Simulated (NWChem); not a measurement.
Species: CHO, doublet; SMILES O=[CH]

```xyz
3

C      0.1308     0.5783     0.0000
O     -0.0053    -0.5995     0.0000
H     -0.7420     1.3263     0.0000
```
Atoms are numbered in this order, from 1.

Results from NWChem. Spin-unrestricted. In the optimisation the excess spin sits in a' (Cs, its own frame). Structure relaxed at the PBE-D3(BJ)/def2-SVP, spin-unrestricted level. No stability test was run on the SCF state.

For level PBE0/STO-3G:

| Item | Value |
|---|---|
| highest occupied level (eV) | -3.40 |
| lowest empty minus highest occupied level, either spin (eV) | 4.98 |
| dipole (D) | 1.04 |

Question: How do the values read with level PBE0/def2-QZVP instead?

Answer: highest occupied level (eV): -6.57
lowest empty minus highest occupied level, either spin (eV): 4.48
dipole (D): 1.68
